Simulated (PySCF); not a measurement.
Calculation: PySCF with PBE-D3(BJ)/def2-TZVP // BP86-D3(BJ)/def2-SVP. All species are isolated molecules in the gas phase. 

Reference species (SMILES): `S(C)C` (neutral, multiplicity 1).

The dipole moment comes out as 1.51 D and the HOMO is -5.05 eV.

Changed species: `O(C)C` (free ligand O(CH3)2; the reference has free ligand S(CH3)2).

Q: Give the shifts of the dipole moment and HOMO.

A: the dipole moment falls by 0.40 D, to 1.11 D; the HOMO decreases by 0.81 eV, to -5.86 eV.
